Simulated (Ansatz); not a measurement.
# Relaxing Li2Sn5

These are results of Ansatz, DFT r2SCAN, scalar-relativistic, plane waves, PAW, not measurements. Cutoff 500 eV, Γ-centred k mesh, Gaussian smearing, no spin polarisation in the final step.

This is the end of a relaxation of cell and atoms.

```
Li Sn
1.0
    10.26749    0.00000    0.00000
     0.00000   10.26749    0.00000
     0.00000    0.00000    3.12210
Li Sn
4 10
Direct
  0.17582 0.67582 0.50000
  0.32418 0.17582 0.50000
  0.82418 0.32418 0.50000
  0.67582 0.82418 0.50000
  0.29472 0.43199 0.00000
  0.56801 0.29472 0.00000
  0.70528 0.56801 0.00000
  0.43199 0.70528 0.00000
  0.79472 0.06801 0.00000
  0.06801 0.20528 0.00000
  0.20528 0.93199 0.00000
  0.93199 0.79472 0.00000
  0.00000 0.50000 0.00000
  0.50000 0.00000 0.00000
```

The zero of energy is the elements' standard structures at the same level; no fitted shifts are applied.

(1) What space group does it have?

(2) How far does it lie from the elements in energy?

(3) Is it a metal?

## Answers

(1) P4/mbm (No. 127). Conventional cell: a = 10.267 Å, c = 3.122 Å. Li is coordinated by 10 Sn at 2.99–3.19 Å and 2 Li at 3.12 Å; Sn on Wyckoff site i (8 atoms of the primitive cell) has 4 Li at 3.07–3.19 Å and 6 Sn at 3.11–3.29 Å; Sn on Wyckoff site d (2 atoms of the primitive cell) has 4 Li at 2.99 Å and 6 Sn at 3.11–3.12 Å.

(2) -0.15 eV/atom.

(3) Yes, bands cross the Fermi level on the 4×4×12 mesh.

The final run used a 4×4×12 mesh on its 14-atom cell and 0.10 eV smearing. For metals, differences of a few meV/atom aren't resolved.

Cost: 2 runs of about 20 core-minutes in all, on AMD EPYC 7R43 (Zen 3) (shared hosts).